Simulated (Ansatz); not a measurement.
Results of r²SCAN (plane waves, PAW; Ansatz, a first-principles code) for fcc Sr.

Numerical settings: plane-wave cutoff 600 eV, 12×12×12 k mesh, Fermi–Dirac smearing 0.1 eV, finite displacements, scalar-relativistic PAW data made under PBE.

Computed at the level's own relaxed cell.

```
CELL_PARAMETERS angstrom
      0.00000     3.05049     3.05049
      3.05049     0.00000     3.05049
      3.05049     3.05049     0.00000
ATOMIC_POSITIONS crystal
  Sr 0.00000 0.00000 0.00000
```

Harmonic phonon frequencies (cm⁻¹; i marks an imaginary mode):

| q point | frequencies |
|---|---|
| X | 79 79 105 |
| L | 46 46 97 |

No imaginary mode appears at these points.
